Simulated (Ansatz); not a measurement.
# CH₄FO radical (built from SMILES O.[CH2]F): molecular dynamics

Aim: follow the atoms for 80 steps of 0.5 fs at constant energy, with velocities drawn for 100 K, and see to which side of the barrier the system falls.

Program: Ansatz 0.2.0, Gaussian basis. Level of theory: PBE0-D4/def2-SVP, unrestricted. These are calculated values, not measurements.

## (1) The starting structure

The start, a first-order saddle point found at PBE0-D4 in triple zeta: 7 atoms, charge 0, spin multiplicity 2.

Atoms are counted from 1 here; the program's logs count them from 0.

Bond lengths: H1–C3 1.170 Å, O2–H5 0.971 Å, C3–F4 1.361 Å, C3–H6 1.091 Å, C3–H7 1.091 Å. Angles: H1–C3–F4 108.8°, H1–C3–H6 106.9°, H1–C3–H7 106.9°, F4–C3–H6 110.3°, F4–C3–H7 110.3°, H6–C3–H7 113.3°.

Geometry (Å):

```
H    -0.25986   -0.42344   -0.12679
O    -0.00721   -1.81811   -0.16067
C    -0.22977    0.74094   -0.01879
F     0.98903    1.10581    0.46505
H     0.90425   -1.77666    0.17024
H    -1.01532    1.01503    0.68752
H    -0.38113    1.15633   -1.01655
```

## (2) The run

md/in.yaml reads:

```yaml
crystal:
  periodic: [false, false, false]
  atoms:
    - {symbol: H, position_ang: [-0.259857, -0.423436, -0.126793]}
    - {symbol: O, position_ang: [-0.007209, -1.818112, -0.160668]}
    - {symbol: C, position_ang: [-0.229766, 0.740945, -0.018793]}
    - {symbol: F, position_ang: [0.989032, 1.105806, 0.465046]}
    - {symbol: H, position_ang: [0.904247, -1.776663, 0.170239]}
    - {symbol: H, position_ang: [-1.015319, 1.015029, 0.687519]}
    - {symbol: H, position_ang: [-0.381129, 1.156331, -1.016550]}
basis:
  gaussian: {orbitals: def2-SVP}
magnetization: {spin_polarized: true, initial_magnetization: 1}
hamiltonian: {xc: pbe0, dispersion: d4}
md: {n_steps: 80, timestep: 0.5, temperature: 100, ensemble: nve, seed: 693, initial_velocities: maxwell_boltzmann}
```

Command:

```
$ ansatz run in.yaml --threads 2 --pin off --events-out ev --progress --plain --max-ram 4352MiB
```

Q: Predict the outcome of this session. Wanted: temperature at the start; mean temperature, second half; lowest and highest potential energy, from the first frame; largest change of potential + kinetic.

The runs gave:

| quantity | value |
| --- | --- |
| length | 80 steps, 40.0 fs |
| temperature at the start | 100 K |
| mean temperature, second half | 92 K |
| lowest and highest potential energy, from the first frame | -10 and 33 meV |
| largest change of potential + kinetic | 0.3 meV |

By the last frame it has moved towards the side where H1–C3 form. With no thermostat the total energy should stay fixed; it holds within 0.3 meV, small beside the kinetic energy, so the time step serves. With 7 atoms the instant temperature spans 49 to 116 K.
